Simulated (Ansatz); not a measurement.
Geometry optimisation, UKS PBE0-D4/def2-mTZVP (Ansatz).

Input:

```yaml
crystal:
  periodic: [false, false, false]
  atoms:
    - { symbol: S, position_ang: [-1.2463, -0.978, -0.7148] }
    - { symbol: Si, position_ang: [0.0313, 0.445, 0.2167] }
    - { symbol: S, position_ang: [1.5575, -0.668, 1.1469] }
    - { symbol: H, position_ang: [-2.0875, -0.0069, -1.182] }
    - { symbol: H, position_ang: [0.6208, 1.3211, -0.8396] }
    - { symbol: H, position_ang: [-0.7104, 1.2599, 1.2196] }
    - { symbol: H, position_ang: [1.8958, -1.4411, 0.1074] }
magnetization:
  spin_polarized: true
basis:
  gaussian: { orbitals: def2-mTZVP }
hamiltonian:
  xc: pbe0
  dispersion: d4
relax:
  f_tol: 0.02
  max_steps: 50
```

Command:

```bash
$ ansatz run input.yaml --threads 2 --pin off --max-ram 3072MiB --backend cpu --events-out ev --progress --plain --runs-dir out
```

Where does it end, and by what steps?

The forces met the threshold. The force dipped under the threshold on the way, but the program's further checks kept it going. After 10 steps the energy has fallen by 0.093 eV; H4 moved furthest, 0.42 Å.

```
step  energy less start (eV)  largest force component (eV/Å)  accepted
   0                  0.0000                           1.002       yes
   1                  0.0194                           0.891        no
   2                 -0.0671                           0.207       yes
   3                 -0.0809                           0.144       yes
   4                 -0.0868                           0.105       yes
   5                 -0.0889                           0.172       yes
   6                 -0.0924                           0.023       yes
   7                 -0.0930                           0.010       yes
   8                 -0.0932                           0.035       yes
   9                 -0.0931                           0.064        no
  10                 -0.0933                           0.004       yes
```

```xyz
7
Properties=species:S:1:pos:R:3
S -1.485 -0.919 -0.524
Si -0.009 0.427 0.267
S 1.576 -0.683 1.166
H -1.864 -0.090 -1.525
H 0.451 1.291 -0.849
H -0.521 1.267 1.375
H 1.913 -1.361 0.045
```

Whether the end is a true minimum wasn't checked by a vibrational analysis.

Time of the run: 22 s on 2 threads of Intel(R) Xeon(R) Platinum 8375C CPU @ 2.90GHz (Ice Lake) (shared host), peak memory 0.23 GiB.
